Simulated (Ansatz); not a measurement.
## One elementary step

Start structure (C2H7Al, singlet), relaxed at PBE0-D4/def2-TZVP:

```tsv
atom	x (Å)	y (Å)	z (Å)
Al1	-1.6326	0.1414	0.4205
C2	0.3146	0.3492	0.4344
C3	1.0950	-0.3734	-0.6621
H4	0.9334	-1.4542	-0.6272
H5	-2.3546	-0.7370	-0.6941
H6	-2.5128	0.8592	1.5357
H7	0.5255	1.4275	0.4073
H8	0.6686	0.0364	1.4266
H9	2.1734	-0.2051	-0.5823
H10	0.7895	-0.0439	-1.6588
```

The step: C₂H₇Al ([CH3][CH2][AlH2]) → C₂H₄ (C=C) + AlH₃; bonds formed: Al1–H4; bonds broken: Al1–C2, C3–H4. Ansatz 0.2.0; basis: def2-TZVPP and def2-QZVPP; cores frozen in the correlated methods. Extrapolation: Hartree–Fock as exp(−7.88 √X), correlation as X^−2.97. Energies below are by CCSD(T) at an estimated basis limit (MP2 extrapolated from triple and quadruple zeta, plus CCSD(T) − MP2 in triple zeta).

What are the electronic barrier and the energy of the step, from the start structure to the end structure? (To be estimated.)

Computed: Barrier 134.1 kJ/mol; step energy 84.4 kJ/mol (uphill); reverse barrier, their difference, 49.6 kJ/mol. Barrier and step energy count from the start structure, the reverse barrier from the end structure.

The saddle point: One imaginary mode of 685i cm⁻¹.
```tsv
pair	start (Å)	saddle (Å)	end (Å)
Al1–H4	3.20	1.66	1.60
Al1–C2	1.96	2.15	2.49
C3–H4	1.09	1.76	2.79
```

Zero-point energy (harmonic, PBE0-D4): ZPE is 202.2 kJ/mol at the start and 193.0 kJ/mol at the saddle, so the barrier goes from 134.1 to 124.9 kJ/mol.

No T1 diagnostic of these runs exceeds 0.016.

Such eliminations are a main way in which metal alkyl precursors decompose in metal-organic vapour deposition.

Labels in which every atom is bracketed show which atoms are joined, not bond orders.

For scale, one of the runs: CCSD(T)/def2-TZVPP, 202 basis functions, launched by `ansatz run in.yaml --threads 2 --pin off --events-out ev --progress --plain --max-ram 4352MiB`. Time: 39 s of wall clock on 2 CPU threads of an AMD EPYC 7R13; the host was shared. Peak host memory: 2.5 GiB.
